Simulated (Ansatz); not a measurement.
hcp Zn was calculated with r²SCAN-D4 (plane waves, PAW; Ansatz, a quantum-chemistry and plane-wave program).

Numerical settings: plane-wave cutoff 560 eV, 24×24×12 k mesh (along the axes of the cell as run), Fermi–Dirac smearing 0.05 eV, scalar-relativistic PAW data made under PBE.

Computed at the level's own relaxed cell.

Q: Give the computed volume per atom, bulk modulus, lattice constant a and lattice parameter c.

A: 
- volume per atom: 14.25 Å³/atom
- bulk modulus: 80.9 GPa
- lattice constant a: 2.598 Å
- lattice parameter c: 4.876 Å

The run finds no gap.

Measured, for comparison: bulk modulus 69.7 GPa (zero-point energy and finite temperature contributions removed, our sources range from 64.7 to 69.7; as tabulated in doi:10.1021/acs.jctc.3c00612); lattice constant a 2.665 Å (293 K, no zero-point or thermal correction, our sources range from 2.660 to 2.665; as tabulated in Wikipedia's data pages); lattice parameter c 4.946 Å (293 K, no zero-point or thermal correction; as tabulated in Wikipedia's data pages). Computed (rounded) less measured: bulk modulus +16 % (+16 % to +25 % over the range), lattice constant a -2.5 % (-2.3 % to -2.5 % over the range), lattice parameter c -1.4 %. A static lattice is as a rule a little smaller and stiffer than an uncorrected measurement, which narrows the difference in the lattice parameter c and would widen misses of the other sign.

Note: the bulk modulus comes from volumes at which shape and atoms were relaxed.
